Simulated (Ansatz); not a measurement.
HNO (`N=O`) from Hartree–Fock to CCSD(T)

```xyz
3

N     0.244    0.055   -0.360
O     0.521   -0.443    0.684
H    -0.765    0.389   -0.324
```

Charge 0, multiplicity 1. Geometry: relaxed with PBE0-D4/def2-TZVP. Frozen core, restricted reference, the Gaussian-basis code of Ansatz. CBS rows extrapolate triple and quadruple zeta.

```json
{"basis": "def2-SVP", "HF (Eh)": "-129.68217", "MP2 corr.": "-0.34610"}
{"basis": "def2-TZVPP", "HF (Eh)": "-129.84475", "MP2 corr.": "-0.43158"}
{"basis": "def2-QZVPP", "HF (Eh)": "-129.85066", "MP2 corr.": "-0.46412"}
{"basis": "cc-pV(D+d)Z", "HF (Eh)": "-129.80000", "MP2 corr.": "-0.34622"}
{"basis": "cc-pV(T+d)Z", "HF (Eh)": "-129.83841", "MP2 corr.": "-0.43337"}
{"basis": "cc-pV(Q+d)Z", "HF (Eh)": "-129.84859", "MP2 corr.": "-0.46528"}
```

(1) Estimate the CCSD correlation energy and the (T) correction in each basis where they were run (hartree).

Answers

(1) 
| basis | CCSD corr. | (T) |
| --- | --- | --- |
| def2-SVP | -0.35849 | -0.01158 |
| def2-TZVPP | -0.43859 | -0.01915 |
| def2-QZVPP | -0.46635 | -0.02146 |
| CBS(def2) | -0.48692 | -0.02318 |
| cc-pV(D+d)Z | -0.35861 | -0.01151 |
| cc-pV(T+d)Z | -0.43993 | -0.01932 |
| cc-pV(Q+d)Z | -0.46750 | -0.02144 |
| CBS(cc) | -0.48713 | -0.02296 |
